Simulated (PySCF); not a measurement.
water (H2O), SMILES O. The structure is a stationary point at TPSSh-D3(BJ)/def2-TZVPD.

PySCF with TDDFT-M06-2X/def2-TZVPD puts the lowest singlet excitations at 7.56, 9.13, 9.76, 10.23, 10.61, 11.30 eV and the lowest triplet (TDA) at 7.22 eV.

### Question
What are the lowest singlet roots from PySCF with EOM-CCSD/aug-cc-pVDZ? (Estimate from the structure and the level; the computed values follow.)

### Answer
7.41, 9.17, 9.81, 11.06, 11.55, 11.73 eV; triplets 7.00, 9.00, 9.32 eV. S1 differs by -0.15 eV (second minus first; roots are paired by order, and the bases may differ).
